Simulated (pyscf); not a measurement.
A first-order saddle from PySCF, ωB97X-D3(BJ)/def2-SVP:

```
B
H 1 1.1998
H 1 1.1998 2 123.76
Cl 1 1.9929 2 109.09 3 130.34
H 4 1.5534 1 66.40 2 111.06
Cl 5 1.5534 4 135.05 1 0.00
```

Surface: singlet, charge 0. Lowest wavenumbers (cm⁻¹): 900i, 351, 536, 561, 603.

**Question.** Name the species on either side of this saddle.

**Answer.** H₂B–Cl + HCl ⇌ H₂B–Cl + HCl, a four-centre exchange read from left to right: B–Cl, Cl–H broken and B–Cl, Cl–H formed. At CCSD(T)/def2-TZVPP + ΔMP2(QZVPP) it lies +14.8 kcal/mol from the left side and +14.8 kcal/mol from the right (each side as separated species at their lowest minima found). One saddle was located; it need not be the lowest between these sides. The CCSD(T) − MP2 part came from Ansatz, without density fitting, on the same reference.
